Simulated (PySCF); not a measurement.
## NO⁺, PBE0: how much the basis matters

PySCF, UKS reference; singlet, unpaired electrons none; De to N + O⁺ without counterpoise correction.

| basis | relativity | functions | Re (Å) | ωe (cm⁻¹) | De (eV) | μ (D) |
| --- | --- | --- | --- | --- | --- | --- |
| 6-31G(d,p) | no relativity | 28 | 1.068 | 2540 | 10.63 | -0.45 |
| aug-cc-pVDZ | no relativity | 46 | 1.064 | 2526 | 10.72 | -0.39 |
| pcseg-2 | no relativity | 60 | 1.054 | 2526 | 10.95 | -0.38 |
| def2-TZVP | no relativity | 62 | 1.054 | 2530 | 10.94 | -0.38 |
| def2-TZVPPD | no relativity | 77 | 1.054 | 2529 | 10.94 | -0.37 |

(1) How does each smaller set differ from the one with most functions, def2-TZVPPD?

A positive dipole points towards O; it is taken about the centre of mass and depends on that origin. Measured (Huber and Herzberg, Constants of Diatomic Molecules (1979)): Re = 1.06322 Å, ωe = 2376.42 cm⁻¹. For an ion De counts to the pair picked by the measured ionisation energies or electron affinities, which need not be the lowest pair at this level.

Answers

(1) 6-31G(d,p): +1.4 pm, +0.4 % in ωe, -0.31 eV in De; aug-cc-pVDZ: +1.0 pm, -0.1 % in ωe, -0.22 eV in De; pcseg-2: +0.0 pm, -0.1 % in ωe, +0.01 eV in De; def2-TZVP: +0.0 pm, +0.0 % in ωe, +0.00 eV in De. All at PBE0; the set with most functions is neither the basis-set limit nor always the best.
